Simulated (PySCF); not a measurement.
isobutene cation (C4H8), SMILES C=C(C)C (connectivity only; charge and spin as stated), charge +1, multiplicity 2. Atoms are numbered in the order given.

```xyz
12

C     -1.2698     0.0187    -0.6705
C      0.0000     0.0000     0.0566
C      1.2698    -0.0187    -0.6705
C      0.0000     0.0000     1.4795
H     -1.1818     0.4805    -1.6651
H     -1.5194    -1.0509    -0.8661
H     -2.1077     0.4347    -0.0946
H      1.5194     1.0509    -0.8661
H      2.1077    -0.4347    -0.0946
H      1.1818    -0.4805    -1.6651
H      0.9400     0.0313     2.0405
H     -0.9400    -0.0313     2.0405
```
Charge +1, spin multiplicity 2.

Coordinates come from a PBE0-D3(BJ)/def2-SVP optimisation. The multiplicity is an assumed one; other spin states were not compared.

The numbers are results of TDA-ωB97X/def2-SVPD (PySCF 2.14.0), not measurements.

Vertical excitations. Gas-phase values at a fixed geometry.

| state | energy (eV) | λ (nm) | f | main pairs |
|---|---|---|---|---|
| root 1 | 3.76 | 330 | 0.000 | β HOMO−3→LUMO 53 %, β HOMO→LUMO 43 % |
| root 2 | 3.96 | 313 | 0.003 | β HOMO−2→LUMO 47 %, β HOMO−1→LUMO 44 % |
| root 3 | 4.48 | 276 | 0.001 | β HOMO→LUMO 52 %, β HOMO−3→LUMO 40 % |
| root 4 | 5.02 | 247 | 0.074 | β HOMO−1→LUMO 51 %, β HOMO−2→LUMO 45 % |
| root 5 | 5.71 | 217 | 0.166 | α HOMO→LUMO 93 % |
| root 6 | 6.36 | 195 | 0.098 | β HOMO−4→LUMO 91 % |
| root 7 | 6.47 | 192 | 0.003 | β HOMO−6→LUMO 75 % |
| root 8 | 6.67 | 186 | 0.002 | β HOMO−5→LUMO 86 % |
| root 9 | 7.33 | 169 | 0.000 | α HOMO−1→LUMO 64 %, α HOMO−4→LUMO 27 %, β HOMO−6→LUMO 6 % |
| root 10 | 7.48 | 166 | 0.001 | α HOMO−2→LUMO 84 % |
Unrestricted roots are not spin-pure.
